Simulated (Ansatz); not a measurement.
Cu2ZnSiTe4 (I-42m, No. 121; cell taken from a computed entry), treated with LDA in Ansatz (PAW).

Run with plane-wave cutoff 520 eV, 8×8×8 k mesh, Fermi–Dirac smearing 0.01 eV, no spin polarisation, scalar-relativistic PAW data made under PBE.

Cell (relaxed with PBEsol):

Cu$_{2}$ZnSiTe$_{4}$ is taken in the tetragonal space group I-42m (No. 121), Pearson symbol tI16. Conventional cell: a = b = 5.9401 Å, c = 11.7767 Å, α = β = γ = 90.00°. Zn on 2a is coordinated by 4 Te at 2.652 Å (tetrahedral). Si on 2b is coordinated by 4 Te at 2.558 Å (tetrahedral). Cu on 4d is surrounded by 4 Te at 2.527 Å (tetrahedral). Te on 8i is surrounded by 2 Cu at 2.527 Å and 1 Si at 2.558 Å and 1 Zn at 2.652 Å (tetrahedral). (Neighbours: up to the widest gap in distance over summed covalent radii, below 1.35, at either atom; cation-cation and far metal-metal contacts left out.)
(The calculation used a cell of 8 atoms; values per cell refer to that cell.)

Problem. Estimate the band gap and smallest direct gap on the k points sampled that the calculation returns.

Solution. 
- band gap = 0.16 eV
- smallest direct gap on the k points sampled = 0.19 eV

Note: cell and atoms aren't relaxed at this level (largest force component 0.05 eV/Å, pressure -1.8 GPa).

Spin–orbit coupling is not included; it can close the smallest gap of 0.16 eV.

The computed numbers hold no vibrational or temperature effects.

The result took very roughly 110 core-seconds.

Ansatz is a quantum-chemistry and plane-wave program.
